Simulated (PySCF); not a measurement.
Species: sodium amide, H2NNa.
Cartesian coordinates in Å at the PBE0-D3(BJ)/def2-TZVP level; atoms count from 1:
```xyz
4
H2NNa angstrom
N     -0.1989   -0.0147    0.0606
Na     1.8695    0.0245   -0.1111
H     -0.8255    0.7827    0.0722
H     -0.8070   -0.8180   -0.0548
```

All values: wB97X-D/pcSseg-2 (PySCF, non-relativistic), on one gas-phase PBE0-D3(BJ)/def2-TZVP geometry that isn't relaxed in the solvent. The solvent is an IEF-PCM continuum (van der Waals radii × 1.2). Specific hydrogen bonds and non-electrostatic terms are outside this model.

Gas phase at wB97X-D/pcSseg-2: HOMO -5.79 eV, LUMO -0.01 eV, dipole 6.62 D.

Q: What does the continuum do to the energy, the frontier levels and the dipole at wB97X-D/pcSseg-2 in chloroform?

A: 
```tsv
solvent	ε	E(solvent) − E(gas) (kJ/mol)	polarisation term (kJ/mol)	distortion of the solute (kJ/mol)	HOMO (eV)	LUMO (eV)	dipole (D)
chloroform	4.711	-47.35	-50.76	3.41	-6.66	0.54	7.24
```

The first energy column is the sum of the next two and covers electrostatics alone.

Q: Which radius a makes the point-dipole formula ΔE = −[(ε − 1)/(2ε + 1)]·μ²/a³ give the value in chloroform, with the gas-phase dipole?

A: μ = 2.604 au and |ΔE| = 0.01803 Eh give a = 2.71 Å; the farthest nucleus lies 1.86 Å from the centroid of the nuclei. The formula assumes a rigid point dipole at the centre of a sphere.

Q: Give the dipole vector in the frame of the coordinates (D, pointing from negative to positive charge), gas and chloroform.

A: Gas (6.58, 0.14, -0.66), solvent (7.19, 0.16, -0.85). Its length changes by +9 % and its direction by 1°.

Note: wB97X-D ran without an empirical dispersion term, which enters the total energy and its gradient alone.
